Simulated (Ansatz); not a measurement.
Relaxing Sr2GePd2

Level of theory: DFT PBE, scalar-relativistic, plane waves, PAW in Ansatz. Cutoff 420 eV, Γ-centred k mesh, Gaussian smearing, no spin polarisation in the final step.

The start puts Sr2GePd2 on the ThCr2Si2 structure type (I4/mmm, No. 139), with Ge in place of Th, Sr in place of Cr, Pd in place of Si, at a guessed volume.

```
Sr Ge Pd
1.0
    -2.18287    2.18287    5.72734
     2.18287   -2.18287    5.72734
     2.18287    2.18287   -5.72734
Sr Ge Pd
2 1 2
Direct
  0.25000 0.75000 0.50000
  0.75000 0.25000 0.50000
  0.00000 0.00000 0.00000
  0.62600 0.62600 0.00000
  0.37400 0.37400 0.00000
```

Cell and atoms relax at zero pressure; the relaxation can't lower the symmetry of the start. After a coarse first stage the cell is made exact in the group found at 0.06 Å.

The zero of energy is the elements' standard structures at the same level; no fitted shifts are applied.

Q: Describe the relaxed structure.

A: It keeps I4/mmm (No. 139), but not the shape of the type it started on. Conventional cell: a = 5.977 Å, c = 7.609 Å. Sr is coordinated by 4 Pd at 3.04 Å (next Ge at 3.54 Å); Ge has 2 Pd at 2.45 Å; Pd has 1 Ge at 2.45 Å, 1 Pd at 2.71 Å and 4 Sr at 3.04 Å.

```xyz
5
Lattice="-2.9884 2.9884 3.8046 2.9884 -2.9884 3.8046 2.9884 2.9884 -3.8046" Properties=species:S:1:pos:R:3 pbc="T T T"
Sr    2.9884    0.0000    1.9023
Sr    0.0000    2.9884    1.9023
Ge    0.0000    0.0000    0.0000
Pd    0.0000    0.0000    5.1577
Pd    0.0000    0.0000    2.4515
```

Q: What are its volume, energy, density and gap?

A: The volume per atom is 27.18 Å³ and the density is 5.63 g/cm³. The energy over the elements is -0.45 eV/atom and the gap on the 10×10×10 mesh is 0 eV (a metal).

The final run used a 10×10×10 mesh on its 5-atom cell and 0.10 eV smearing. For metals, differences of a few meV/atom aren't resolved. A structure relaxed within its symmetry needn't be a true minimum.